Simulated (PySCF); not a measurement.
Ammonia, H3N, SMILES N, PBE0/def2-SVP optimised geometry.

```
4

N     -0.38    -0.32     0.00
H     -0.64     0.67     0.00
H     -0.64    -0.67     0.92
H      0.64    -0.32     0.00
```

Density from PySCF 2.14.0 with PBE0/def2-TZVP at that geometry.

Minimum of the electron density along straight lines between bonded atoms, close to the bond critical point (lines longer than 1.1 times the sum of covalent radii, or with two minima, are not listed):

| bond | length / Å | ρ at the minimum / e bohr⁻³ | ∇²ρ there / e bohr⁻⁵ | position (fraction from the first atom) |
|---|---|---|---|---|
| N1–H2 | 1.020 | 0.332 | -1.53 | 0.73 |
| N1–H3 | 1.020 | 0.332 | -1.53 | 0.73 |
| N1–H4 | 1.020 | 0.332 | -1.53 | 0.73 |
